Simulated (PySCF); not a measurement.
An excited-state table with gaps

C4H7N.
Geometry (GFN2-xTB, Å), atoms numbered from 1 in this order:
```
atom  x, y, z in Å
C1    -2.089    0.864    0.168
C2    -0.820    0.523   -0.025
C3    -0.264   -0.724    0.483
N4     0.911   -1.176    0.377
C5     1.947   -0.462   -0.318
H6    -2.499    1.786   -0.208
H7    -2.765    0.225    0.714
H8    -0.156    1.176   -0.575
H9    -0.957   -1.357    1.032
H10    2.146    0.512    0.137
H11    2.852   -1.066   -0.264
H12    1.695   -0.302   -1.370
```

Computed with TDDFT PBE0/def2-SVPD, vertical, gas phase, core orbitals frozen in the response in PySCF 2.14.0, density-fitted response routines.

Lowest singlets, with some entries withheld (?).

```csv
state,E (eV),f,"main configurations (H = HOMO, L = LUMO)"
S1,3.87,?,H→L (98%)
S2,5.90,?,H-1→L (95%)
S3,6.75,?,H→L+1 (93%)
S4,6.93,?,H→L+3 (95%)
S5,7.25,?,"H→L+2 (52%), H-2→L (26%), H→L+4 (14%)"
S6,7.30,?,"H-2→L (53%), H→L+2 (24%), H-1→L+3 (13%)"
```

**Question.** Supply the missing values.

**Answer.** 
- S1: f = 0.0004
- S2: f = 0.520
- S3: f = 0.0082
- S4: f = 0.0008
- S5: f = 0.0043
- S6: f = 0.071

**Question.** What is the mean static polarisability from the same response equations?

**Answer.** 60.9 au (9.02 Å³), with principal values 40.0, 51.4 and 91.1 au.

**Question.** How far apart are S4 and S5, in eV and cm⁻¹?

**Answer.** 7.246 − 6.932 = 0.314 eV, or about 2530 cm⁻¹.

**Question.** Which level carries the most intensity, and what share of the listed sum of f?

**Answer.** S2, with f = 0.520 of 0.605, 86%.

Time: 12 s of wall time; peak memory 0.65 GiB. Hardware: one thread of an Arm Neoverse V1, shared host with 32 logical CPUs at a one-minute load of 21.

One conformer stands for the species.
